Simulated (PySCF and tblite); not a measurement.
Results of a calculation; reference values are marked as such.
C₅H₈, numbered as in [CH2:1]=[CH:2][CH:3]1[CH2:4][CH2:5]1.

Conformers came from 60 starts (ETKDG and KDG, MMFF94s, GFN2-xTB); geometries are PBE0-D3(BJ)/def2-SVP. Energies: PBE0-D3(BJ)/pcSseg-1 (IEF-PCM, chloroform), with GFN2-xTB thermal terms (modes under about 100 cm⁻¹ blended into free rotors). Symmetry numbers and mirror images are counted. Conformers within 3 kcal/mol (GFN2-xTB free energy) were kept, 4 at most. Run with PySCF (density fitting) and tblite.

Rotational constants are equilibrium values for the commonest isotopes; dipoles come from the energy level named and are polarised by its solvent model.

Torsions listed: C1–C2–C3–C4.

```
conformer  shape  symmetry  weight %
        1  -145°        Cs      97.3
        2    35°        Cs       2.7
```

Sets of constants, in random order:

| set | A (MHz) | B (MHz) | C (MHz) | abs μa (D) | abs μb (D) | abs μc (D) |
| --- | --- | --- | --- | --- | --- | --- |
| P | 11000 | 3726 | 3558 | 0.59 | 0.26 | 0.00 |
| Q | 15216 | 3051 | 2936 | 0.69 | 0.00 | 0.04 |

Q: Match each set to its conformer.

A: P is conformer 2, Q is conformer 1.
